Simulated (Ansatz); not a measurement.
Consider the isomerisation: `CC1C=C1F` → `C#CC(C)F`.

Program: Ansatz. Geometries: PBE0-D4/def2-TZVP. ΔE: electronic, gas phase. CCSD(T)/CBS adds triple-zeta CCSD(T) − MP2 to the extrapolated MP2 energy (def2 sets, frozen cores).

```
   species  MP2/def2-SVP energy (Eh)
`CC1C=C1F`                -254.23467
`C#CC(C)F`                -254.26623
```

Problem. Work out ΔE.

Solution. ΔE = (-254.26623) − (-254.23467) = -0.03156 Eh = -82.9 kJ/mol. CCSD(T)/CBS gives -100.8 kJ/mol.

Largest T1 diagnostic among the species: 0.011.

From BLYP to BHLYP (50 % exact exchange), in def2-TZVPP and without D4, ΔE moves by −4.9 kJ/mol. In def2-TZVPP, CCSD(T) changes the Hartree–Fock value by +21.2 kJ/mol (the triples alone add +2.8 kJ/mol) and MP2 by +22.4 kJ/mol. At CCSD(T), def2-SVP lies +15.4 kJ/mol from the extrapolated value and def2-TZVPP +1.0 kJ/mol.
